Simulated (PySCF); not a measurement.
## EPR parameters of C6H9

Compound: C6H9 (doublet state).
Numbering: `[CH:1]1[CH2:2][CH:3]=[CH:4][CH2:5][CH2:6]1` (hydrogens: H7 on C1; H8, H9 on C2; H10 on C3; H11 on C4; H12, H13 on C5; H14, H15 on C6)

Computed, not measured: UKS B3LYP, IGLO-III on C, pcH-1 on H, non-relativistic, mean-field spin-orbit, GIAO (PySCF 2.14.0). One conformer (not necessarily the lowest) at the PBE0-D3(BJ)/def2-SVP geometry, without solvent, vibrations or thermal averaging. Stability of the SCF solution: not tested.

```
g1, g2, g3                      : 2.00220, 2.00267, 2.00297
g_iso                           : 2.00261
Form of g                       : rhombic: the two nearest values differ by 38 % of g3 − g1
⟨S²⟩                            : 0.7542 (exact 0.7500)
α and β electrons               : 23, 22
HOMO–LUMO gap, α and β orbitals : 5.45, 5.28 eV
```

Hyperfine couplings atom by atom, in MHz; T1 to T3 are the principal values of the dipolar part; ρ(0) is the spin density at the nucleus:

```tsv
atom	isotope	a_iso	T1	T2	T3	Mulliken spin population	ρ(0) (bohr⁻³)
C1	13C	96.3	-77.9	-77.3	155.2	1.04	0.0857
C2	13C	-28.5	-2.0	-0.4	2.4	-0.09	-0.0253
C3	13C	6.6	-1.7	-0.7	2.4	0.02	0.0059
C4	13C	-2.4	-1.0	-0.4	1.4	0.00	-0.0021
C5	13C	33.4	-2.7	-2.4	5.1	0.02	0.0298
C6	13C	-29.7	-2.0	-0.4	2.4	-0.10	-0.0264
H7	1H	-61.6	-37.4	-0.3	37.7	-0.05	-0.0138
H8	1H	52.6	-4.8	-4.2	9.0	0.02	0.0118
H9	1H	131.6	-4.8	-3.1	7.9	0.06	0.0294
H10	1H	-2.2	-1.9	-1.6	3.5	0.00	-0.0005
H11	1H	2.0	-1.2	-1.1	2.2	0.00	0.0004
H12	1H	4.0	-2.5	-1.5	3.9	0.01	0.0009
H13	1H	-3.6	-3.8	-2.2	6.0	0.00	-0.0008
H14	1H	141.1	-5.1	-3.1	8.2	0.07	0.0316
H15	1H	15.4	-5.0	-3.8	8.8	0.01	0.0034
```

The largest Mulliken spin populations are on C1 (+1.04), C6 (-0.10), C2 (-0.09) and H14 (+0.07). No atom but C1 exceeds +0.15. The positive populations add up to 1.25 and the negative ones to -0.25, together 2S = 1. The angles at C1 add up to 358.8°, so it is planar; its axial dipolar tensor and the negative coupling of its proton fit spin in a p orbital normal to that plane.

Axes: g3 points within 5° of the C1–H7 bond.

Under fast tumbling the dipolar parts average out, and these isotropic splittings remain: 2 × 1H (H8/H9, I = 1/2, 3 lines) with 3.29 mT, 2 × 1H (H14/H15, I = 1/2, 3 lines) with 2.79 mT, 1 × 1H (H7, I = 1/2, 2 lines) with 2.20 mT, 1 × 1H (H10, I = 1/2, 2 lines) with 0.08 mT and 1 × 1H (H11, I = 1/2, 2 lines) with 0.07 mT.

Nuclei that the bonding pattern makes equivalent are averaged, as if the motion that swaps them (rotation, inversion, ring flip) were fast. The 1H value of +78.3 MHz is a mean of couplings from 15.4 to 141.1 MHz in this one geometry, not an average over conformers. The 1H value of +92.1 MHz is a mean of couplings from 52.6 to 131.6 MHz in this one geometry, not an average over conformers.

The 13C coupling of C1 (96.3 MHz) shows only in satellite lines or after enrichment, since that isotope makes up about 1.07 % of natural carbon.
